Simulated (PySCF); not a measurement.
Choosing a molecule for a target property.

Each SMILES stands for a single optimised conformer of the isolated species, non-relativistic unless stated; the electronic structure was computed with PySCF and density fitting.

Dipoles, sizes and rotational constants follow the conformer. The torsions of the flexible species, by atom-mapped SMILES:
- `[SH:1][c:2]1[cH:3][cH:4][n:5][o:6]1`: H–S1–C2–C3 180°
- `[CH3:1][O:2][C:3](=[O:4])[CH2:5][CH2:6][C:7]([F:8])([F:9])[F:10]`: C1–O2–C3–O4 0°, O2–C3–C5–C6 -177°, C3–C5–C6–C7 -178°, C5–C6–C7–F8 58°
- `[CH3:1][O:2][CH2:3][c:4]1[cH:5][cH:6][cH:7][n:8][cH:9]1`: C1–O2–C3–C4 -179°, O2–C3–C4–C5 -26°
- `[CH3:1][Si@H:2]1[CH:3]=[CH:4][C:5]([C:6]([F:7])([F:8])[F:9])=[CH:10]1`: C4–C5–C6–F7 178°

Problem. Wanted: HOMO–LUMO gap below 6.5 eV (PBE0/pcSseg-1) and smallest rotational constant above 0.7 GHz (GFN2-xTB), at GFN2-xTB geometries. Which candidate meets both?
A. `C[Si@H]1C=CC(C(F)(F)F)=C1` (C6H7F3Si)
B. `COC(=O)CCC(F)(F)F` (C5H7F3O2)
C. `CPC` (C2H7P)
D. `COCc1cccnc1` (C7H9NO)
E. `Sc1oncc1` (C3H3NOS)

Solution. E. Computed values:
```csv
species,HOMO–LUMO gap,smallest rotational constant
C[Si@H]1C=CC(C(F)(F)F)=C1 (C6H7F3Si),5.26 eV,0.588 GHz
Sc1oncc1 (C3H3NOS),6.45 eV,1.767 GHz
COCc1cccnc1 (C7H9NO),6.62 eV,0.786 GHz
CPC (C2H7P),7.71 eV,5.460 GHz
COC(=O)CCC(F)(F)F (C5H7F3O2),8.52 eV,0.504 GHz
```

Problem. Wanted: dipole moment below 2.5 D (PBE0/pcSseg-1) and HOMO energy above -6.9 eV (PBE0/pcSseg-1), at GFN2-xTB geometries. Which candidate meets both?
A. `CPC` (C2H7P)
B. `FC(F)(F)C#CC1C[SiH2]C1` (C6H7F3Si)
C. `Sc1ccno1` (C3H3NOS)
D. `O(C(=O)CCC(F)(F)F)C` (C5H7F3O2)

Solution. A. Computed values:
```csv
species,dipole moment,HOMO energy
CPC (C2H7P),1.32 D,-6.79 eV
Sc1ccno1 (C3H3NOS),1.97 D,-6.93 eV
O(C(=O)CCC(F)(F)F)C (C5H7F3O2),3.00 D,-8.42 eV
FC(F)(F)C#CC1C[SiH2]C1 (C6H7F3Si),4.04 D,-8.24 eV
```
